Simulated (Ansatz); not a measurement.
C2H6FNS, SMILES `CC(N)(F)S` at its PBE0-D4/def2-TZVP geometry, where that method's forces vanish. Charge 0, multiplicity 1.

```xyz
11

C    -0.5586   -0.9432    0.4878
C     0.0536    0.3086   -0.0912
N     1.4589    0.2753   -0.0390
F    -0.4742    1.3880    0.6417
S    -0.3753    0.5803   -1.8444
H    -0.2629   -1.0427    1.5363
H    -0.2220   -1.8159   -0.0691
H    -1.6452   -0.8847    0.4408
H     1.8695    1.1462   -0.3470
H     1.7963    0.0321    0.8827
H    -1.6402    0.9559   -1.5987
```

Q: What forces (eV/Å) does B3LYP-D4/def2-TZVPP give on these atoms in the Gaussian-basis code of Ansatz? (Best estimate.)

A: Computed: 
```
C1  -0.103 -0.191  0.094
C2   0.048 -0.244 -0.101
N3   0.246  0.024  0.059
F4  -0.162  0.347  0.252
S5  -0.114  0.061 -0.287
H6  -0.019 -0.010 -0.047
H7  -0.030  0.036  0.046
H8   0.058 -0.019  0.010
H9   0.034 -0.015  0.015
H10  0.041  0.009 -0.009
H11  0.000  0.000 -0.031
```

B3LYP here is the variant with VWN-RPA as its local correlation; programs differ in this.
